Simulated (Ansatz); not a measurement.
# [Cl···H···O], triplet: transfer scan

Starting geometry:

| atom | x (Å) | y (Å) | z (Å) |
| --- | --- | --- | --- |
| Cl | 0.0000 | 0.0000 | -1.3886 |
| H | 0.0000 | 0.0000 | -0.1098 |
| O | 0.0000 | 0.0000 | 1.4984 |

From there H2 is moved from one fragment to the other while all else, the fragments' distance too, stays fixed, so the hump isn't the reaction's barrier; atoms are numbered as listed. Energies are in eV, counted from the starting geometry at the same level.

Basis cc-pVDZ; Ansatz 0.2.0. Only valence electrons are correlated (noble-gas cores frozen). Prefix R: restricted or restricted open-shell reference; prefix U: unrestricted. Active spaces: valence = (14e, 9o) chosen from the atoms' valence shells.

Unrestricted rows (U) aren't spin-pure: their determinants' ⟨S²⟩ exceeds S(S+1) by up to 0.11, so they mix in states of higher spin. HF rows are the lowest solutions found. Coupled cluster chose its determinant by trial CCSD, here up to 0.55 eV above the lowest Hartree–Fock solution of its kind, and MP2 stands on that determinant too. The largest doubles amplitude grows up the series, to 0.19: the determinant mixes near-degenerate terms, and the last step may understate the doubt. Runs in a small pair space aren't shown, since their orbitals change along the scan. A value is left out where its run failed or describes another state than the reference as far as symmetry and spin tell, or, spin-broken singlets apart, can't be checked. The reference follows the lowest state, whose symmetry changes from Σ⁻ or Δ to Π between 1.544 and 1.632, from Π to Σ⁻ or Δ between 1.809 and 1.897.

Full CI isn't at hand for all of this; UCCSDT(Q) serves as the reference, and is uncertain by about the last step of the cluster series. The frozen core follows each run's orbitals, which can shift R against U totals by a few meV.

```tsv
distance Cl1-H2 (Å)	UCCSDT(Q)	error UHF	error RMP2	error UMP2	error UCCSD(T)	error RCCSDT(Q)	error MRCISD (valence space)
1.189	0.171	-0.052	-0.009	-0.007	-0.002	0.000	-0.008
1.279	0.000	0.000	0.000	0.000	0.000	0.000	0.000
1.367	0.103	0.051	0.009	0.008	0.002	0.000	0.007
1.455	0.356	0.098	0.020	0.018	0.006	0.000	0.011
1.544	0.680	0.144	0.043	0.040	0.017	0.001	0.019
1.632	0.774	–	–	0.247	0.018	-0.001	–
1.720	0.657	0.603	0.098	0.178	0.015	0.000	0.053
1.809	0.436	0.511	0.049	0.078	0.009	0.000	0.043
1.897	0.274	0.317	-0.007	0.019	0.015	-0.002	0.029
```

Errors are those of relative energies. In total energy the starting point itself misses UCCSDT(Q) by: UHF 7.830, RMP2 0.960, UMP2 0.953, UCCSD(T) 0.021, RCCSDT(Q) 0.002, MRCISD (valence space) 0.570 eV.

Spread of the error over the points with a reference, to 1.897 Å (largest less smallest): RCCSDT(Q) 0.003, UCCSD(T) 0.020, MRCISD (valence space) 0.061 (8 of 9 points), RMP2 0.107 (8 of 9 points), UMP2 0.254, UHF 0.655 (8 of 9 points) eV.
